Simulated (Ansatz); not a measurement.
A ladder of methods for SiH2ClO (SMILES O[SiH]Cl)

SiH2ClO has 5 atoms, charge 0, and is taken as a doublet. SMILES: `O[SiH]Cl`. Geometry: relaxed at PBE0-D4/def2-TZVP. This is one conformer, not always the lowest.

```xyz
5

O    -0.8061   -0.4320   -0.7465
Si   -0.0923    0.4798    0.4140
Cl    1.6066   -0.4408    1.1436
H    -1.0241   -1.3432   -0.5400
H     0.3160    1.7363   -0.2711
```

Each level gives the energy change with the Si2–H5 bond stretched from 1.488 to 1.860 Å (eV). The values are calculated.

| level | kind | program | value (eV) | less FCI/STO-3G | CPU time (all runs) |
| --- | --- | --- | --- | --- | --- |
| UHF/STO-3G | Hartree–Fock | Ansatz | 1.47 | +0.39 | 0.61 s |
| USVWN5/STO-3G | LDA | Ansatz | 1.00 | -0.08 | 2.5 s |
| UBLYP/STO-3G | GGA | Ansatz | 0.91 | -0.17 | 4 s |
| U-r2SCAN/STO-3G | meta-GGA | Ansatz | 1.06 | -0.02 | 13 s |
| UB3LYP/STO-3G | global hybrid | Ansatz | 1.06 | -0.02 | 5 s |
| U-wB97X/STO-3G | range-separated hybrid | Ansatz | 1.22 | +0.14 | 22 s |
| RPA@PBE/STO-3G | RPA | Ansatz | 1.04 | -0.04 | 5.6 s |
| UCCSDTQ/STO-3G | coupled cluster or CI | Ansatz | 1.08 | 0.00 | 3 min |
| FCI/STO-3G | exact in the basis | Ansatz | 1.08 | 0.00 | 31 s |

FCI/STO-3G is exact within its basis and frozen core, so for wave-function methods in that basis the difference is their error; functionals converge differently with the basis, so for them it is only a difference. The first shape isn't each level's own minimum. The values span 0.91 to 1.47 eV. All rows use very small basis sets, so even the best lies far from the true value. Times are those of the runs behind each value, whatever else they computed, on shared processors of several kinds: orders of magnitude only.
